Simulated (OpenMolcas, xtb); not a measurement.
# AlO (SMILES [O]=[Al]): the vertical energy of the quartet above the doublet, rung by rung

The species is AlO (2 atoms), meant as a doublet with charge 0. SMILES: `[O]=[Al]`. The shape comes from GFN2-xTB, which is rough for such elements, and wasn't checked as a minimum.

```xyz
2

O     0.0000    0.0000    0.0000
Al    0.0000    0.0000    1.5700
```

Quantity: the vertical energy of the quartet above the doublet, in eV. The values are calculated.

| level | kind | program | value (eV) |
| --- | --- | --- | --- |
| GFN0-xTB | semi-empirical | xtb | 7.27 |
| GFN1-xTB | semi-empirical | xtb | 11.02 |
| ROHF/STO-3G | Hartree–Fock | OpenMolcas | 3.43 |
| UHF/STO-3G | Hartree–Fock | OpenMolcas | 3.52 |
| USVWN5/STO-3G | LDA | OpenMolcas | 6.22 |
| UPBE/STO-3G | GGA | OpenMolcas | 5.87 |
| U-r2SCAN/STO-3G | meta-GGA | OpenMolcas | 5.46 |
| UB3LYP/STO-3G | global hybrid | OpenMolcas | 5.54 |
| UM06-2X/STO-3G | hybrid meta-GGA | OpenMolcas | 5.10 |
| UPBE0/STO-3G | global hybrid | OpenMolcas | 5.25 |

The values span 3.43 to 11.02 eV. The xTB rows lack spin polarisation, so open shells miss the exchange term that lowers them. All rows use very small basis sets, so even the best lies far from the true value.
